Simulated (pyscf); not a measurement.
# Four-centre exchange: HO–Ga(F)–F (SMILES [OH][Ga]([F])[F]) + NH₃ (SMILES N) → H₂O (SMILES O) + H₂N–Ga(F)–F (SMILES [NH2][Ga]([F])[F])

Gas phase, singlet surface, charge 0. Bonds broken: O1–Ga2, H5–N6. Bonds formed: O1–H5, Ga2–N6. Optimised with ωB97X-D3(BJ)/def2-SVP in PySCF.

Transition state (Å):

```xyz
9

O     -0.5420    -1.3017     0.3096
Ga    -0.1454     0.4250    -0.5291
F      1.5125     0.5643    -1.0706
F     -1.4279     0.8227    -1.6604
H     -0.7232    -0.5025     1.1596
N     -0.5309     0.8503     1.3223
H     -1.3030    -1.8229     0.0249
H     -1.3417     1.4391     1.5082
H      0.2359     1.1557     1.9202
```

One imaginary mode, 1103i cm⁻¹; descent along it reached the two sides named, in the forms told below.

| bond | change | reactant side (Å) | saddle | product side |
|---|---|---|---|---|
| O1–Ga2 | breaks | 1.792 | 1.960 | 2.086 |
| H5–N6 | breaks | 1.022 | 1.376 | 2.544 |
| O1–H5 | forms | 2.7 | 1.181 | 0.973 |
| Ga2–N6 | forms | 2.053 | 1.938 | 1.839 |

Electronic energies relative to the separated reactants (eV):

```json
[
 {"level": "ωB97X-D3(BJ)/def2-TZVP", "barrier": "-0.50", "reaction energy": "+0.11", "reverse barrier": "-0.61"},
 {"level": "PBE/def2-TZVP", "barrier": "-0.49", "reaction energy": "+0.16", "reverse barrier": "-0.65"},
 {"level": "r²SCAN/def2-TZVP", "barrier": "-0.57", "reaction energy": "+0.16", "reverse barrier": "-0.73"},
 {"level": "B3LYP-D3(BJ)/def2-TZVP", "barrier": "-0.44", "reaction energy": "+0.13", "reverse barrier": "-0.57"},
 {"level": "PBE0-D3(BJ)/def2-TZVP", "barrier": "-0.56", "reaction energy": "+0.11", "reverse barrier": "-0.67"},
 {"level": "M06-2X/def2-TZVP", "barrier": "-0.62", "reaction energy": "+0.11", "reverse barrier": "-0.73"},
 {"level": "ωB97M-D3(BJ)/def2-TZVP", "barrier": "-0.44", "reaction energy": "+0.12", "reverse barrier": "-0.56"},
 {"level": "HF/def2-TZVP", "barrier": "0.03", "reaction energy": "+0.14", "reverse barrier": "-0.11"}
]
```

With ωB97M-D3(BJ)/def2-TZVP energies and thermal terms (ideal gas, 1 atm, RRHO with modes under 100 cm⁻¹ raised to 100, one conformer, R ln 2 for chiral ones without a mode under 150 cm⁻¹), in eV:

```json
[
 {"T (K)": "298", "ΔH‡": "-0.49", "ΔG‡": "0.01", "ΔH": "+0.10", "ΔG": "+0.09"},
 {"T (K)": "600", "ΔH‡": "-0.48", "ΔG‡": "0.51", "ΔH": "+0.12", "ΔG": "+0.08"},
 {"T (K)": "900", "ΔH‡": "-0.45", "ΔG‡": "1.00", "ΔH": "+0.13", "ΔG": "+0.06"},
 {"T (K)": "1200", "ΔH‡": "-0.42", "ΔG‡": "1.48", "ΔH": "+0.13", "ΔG": "+0.03"}
]
```

On the reactant side the descent ends in an adduct with a Ga–N contact, 1.58 eV under the separated species and 1.07 eV under the saddle at ωB97X-D3(BJ)/def2-TZVP. On the product side the descent ends in an adduct with a Ga–O contact, 0.94 eV under the separated species and 0.33 eV under the saddle at ωB97X-D3(BJ)/def2-TZVP. At ωB97X-D3(BJ), PBE, r²SCAN, B3LYP-D3(BJ), PBE0-D3(BJ), M06-2X, ωB97M-D3(BJ) the saddle lies under the separated reactants, which points to a path from their complex (located at ωB97X-D3(BJ) alone). At ωB97X-D3(BJ), PBE, r²SCAN, B3LYP-D3(BJ), PBE0-D3(BJ), M06-2X, ωB97M-D3(BJ), HF the saddle lies under the separated products, which points to a path from their complex (located at ωB97X-D3(BJ) alone), and parting the products costs more than the saddle. What is counted as formed (Ga–N) is already present as a longer contact in the reactant adduct; forming that adduct is a step of its own. What is counted as broken (Ga–O) persists as a longer contact in the product adduct; parting that adduct is a step of its own. One saddle was located; it need not be the lowest between these sides. Elements up to Kr have no core potential and no relativistic terms here.
